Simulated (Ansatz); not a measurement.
## What a trial cell of Cs3Ti relaxes into

Theory: Ansatz 0.2.0, DFT PBE, scalar-relativistic, plane waves, PAW. Cutoff 420 eV, Γ-centred k mesh, Gaussian smearing, no spin polarisation in the final step.

Cs3Ti was placed on the Cu3Au (L1_2) structure type (Pm-3m, No. 221), with Ti in place of Au, Cs in place of Cu, at a guessed volume.

```xyz
4
Lattice="5.2834 0.0000 0.0000 0.0000 5.2834 0.0000 0.0000 0.0000 5.2834" Properties=species:S:1:pos:R:3 pbc="T T T"
Cs    0.0000    2.6417    2.6417
Cs    2.6417    0.0000    2.6417
Cs    2.6417    2.6417    0.0000
Ti    0.0000    0.0000    0.0000
```

Steps on the 4×4×4 mesh (4 atoms). 9 of 9 steps are shown, and the free energy counts from the last. Trial steps that were taken back and renewals of the plane-wave basis can be among the rows.

| step | ΔF (meV/atom) | V (Å³/atom) | P (GPa) |
| --- | --- | --- | --- |
| 1 | 305.8 | 36.87 | 4.82 |
| 2 | 177.5 | 42.16 | 3.07 |
| 3 | 87.7 | 48.34 | 1.67 |
| 4 | 43.1 | 55.09 | 0.49 |
| 5 | 38.4 | 58.52 | -0.05 |
| 6 | 15.5 | 58.52 | 0.58 |
| 7 | 4.7 | 62.50 | 0.30 |
| 8 | 0.2 | 67.37 | 0.02 |
| 9 | 0.0 | 67.37 | 0.02 |

A final relaxation ran on a 8×8×8 mesh. The relaxed crystal, Pm-3m (No. 221):

```
Cs Ti
1.0
     6.45918    0.00000    0.00000
     0.00000    6.45918    0.00000
     0.00000    0.00000    6.45918
Cs Ti
3 1
Direct
  0.00000 0.50000 0.50000
  0.50000 0.00000 0.50000
  0.50000 0.50000 0.00000
  0.00000 0.00000 0.00000
```

```
Volume per atom          : 67.37 Å³
Density                  : 2.75 g/cm³
Energy over the elements : 1.16 eV/atom
Gap on the 8×8×8 mesh    : 0 eV (a metal)
```

Energies over the elements count from the elements' standard structures at the same level, with no empirical corrections.

The final run used a 8×8×8 mesh on its 4-atom cell and 0.10 eV smearing. The k mesh leaves about 4 meV/atom of noise in metals.

A structure relaxed within its symmetry needn't be a true minimum.

Cost: 3 runs of about 2.4 core-minutes in all, on Arm Neoverse N1 (shared hosts).